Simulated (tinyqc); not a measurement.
Ways to converge the cycle: SCF convergence aids in the sto-6g basis, for LiH+, spin multiplicity 2. Computed by the program tinyqc with PySCF. UHF with one setting changed at a time; a run stops when the energy changes by less than 1e-09 hartree and the error matrix is below 1e-5. The start is random orbitals. Damping d keeps d of the old density; a shift (hartree) raises the virtual levels; DIIS n extrapolates F over n matrices.

Geometry (angstrom):
```
atom       x       y       z
Li    0.0000  0.0000  0.0000
H     0.0000  0.0000  2.9410
```

lowest solution found by these runs and by PySCF with stability checks = -7.699388 hartree

Largest element of the error matrix X^T (FDS - SDF) X:
```
iteration    plain  damping 0.3  damping 0.6  shift 0.4   DIIS 3   DIIS 8
1          7.7e-01      7.7e-01      7.7e-01    7.7e-01  7.7e-01  7.7e-01
2          1.5e-01      2.2e-01      4.3e-01    1.5e-01  1.5e-01  1.5e-01
3          7.0e-02      1.0e-01      2.5e-01    1.3e-01  6.6e-02  6.6e-02
4          2.7e-02      6.5e-02      1.6e-01    9.1e-02  1.7e-02  1.7e-02
5          1.0e-02      3.9e-02      9.9e-02    6.0e-02  2.0e-03  2.0e-03
6          4.2e-03      2.2e-02      6.7e-02    3.8e-02  2.5e-04  9.0e-05
8          7.1e-04      7.3e-03      4.2e-02    1.5e-02  4.5e-06  1.5e-06
10         1.3e-04      2.5e-03      2.5e-02    6.0e-03        -        -
14         4.1e-06      2.9e-04      8.2e-03    1.1e-03        -        -
20               -      1.3e-05      1.6e-03    1.0e-04        -        -
30               -            -      1.0e-04          -        -        -
45               -            -      2.1e-06          -        -        -
```

How each run ends:
```
run          iterations  E (hartree)         state
plain                14     -7.69939  lowest found
damping 0.3          22     -7.69939  lowest found
damping 0.6          45     -7.69939  lowest found
shift 0.4            27     -7.69939  lowest found
DIIS 3                9     -7.69939  lowest found
DIIS 8                8     -7.69939  lowest found
```

What does the comparison show, and why?

6 of 6 runs reach the lowest solution found, in 8 to 45 iterations (fastest: DIIS 8). Plain steps already contract here, so damping only slows them. DIIS 3 and DIIS 8 gain by cancelling the error over several earlier matrices, much as a quasi-Newton step does.
